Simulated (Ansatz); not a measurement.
Geometry optimisation, Ansatz, RKS PBE-D4/def2-SVP.

input.yaml

```yaml
crystal:
  periodic: [false, false, false]
  atoms:
    - { symbol: Si, position_ang: [-0.066431, 0.290688, -1.035343] }
    - { symbol: H, position_ang: [1.164313, -0.461014, 1.203827] }
    - { symbol: H, position_ang: [1.651868, 0.024761, 0.978029] }
    - { symbol: F, position_ang: [-1.138708, 1.209771, -0.158637] }
    - { symbol: C, position_ang: [-0.814251, -1.432391, -0.663067] }
    - { symbol: H, position_ang: [-1.306194, -1.502097, 0.331237] }
    - { symbol: H, position_ang: [-1.614519, -1.579806, -1.429147] }
    - { symbol: H, position_ang: [-0.089878, -2.263913, -0.791399] }
basis:
  gaussian: { orbitals: def2-SVP }
hamiltonian:
  xc: pbe
  dispersion: d4
relax:
  f_tol: 0.03
  max_steps: 50
```

Launched with:

```bash
$ ansatz run input.yaml --threads 1 --pin off --max-ram 2048MiB --backend cpu --events-out ev --progress --plain --runs-dir out
```

Q: Where does it end, and by what steps?

A: It converged. The force dipped under the threshold on the way, but the program's further checks kept it going. After 10 steps the energy has fallen by 0.055 eV; H2 moved furthest, 0.38 Å.

| step | energy less start (eV) | largest force component (eV/Å) | accepted |
| --- | --- | --- | --- |
| 0 | 0.0000 | 1.224 | yes |
| 1 | -0.0442 | 0.332 | yes |
| 2 | -0.0480 | 0.052 | yes |
| 3 | -0.0502 | 0.173 | yes |
| 4 | -0.0521 | 0.069 | yes |
| 5 | -0.0518 | 0.278 | no |
| 6 | -0.0533 | 0.050 | yes |
| 7 | -0.0541 | 0.141 | yes |
| 8 | -0.0549 | 0.029 | yes |
| 9 | -0.0551 | 0.012 | yes |
| 10 | -0.0552 | 0.020 | yes |

```xyz
8
Properties=species:S:1:pos:R:3
Si -0.055 0.275 -0.993
H 1.399 -0.397 1.496
H 1.604 0.004 0.864
F -1.196 1.209 -0.227
C -0.848 -1.441 -0.696
H -1.331 -1.534 0.298
H -1.653 -1.555 -1.459
H -0.133 -2.276 -0.848
```

Whether the end is a true minimum wasn't checked by a vibrational analysis.

Run time: 18 s on 1 thread of Arm Neoverse V2, with other jobs on the host, peak memory 0.13 GiB.
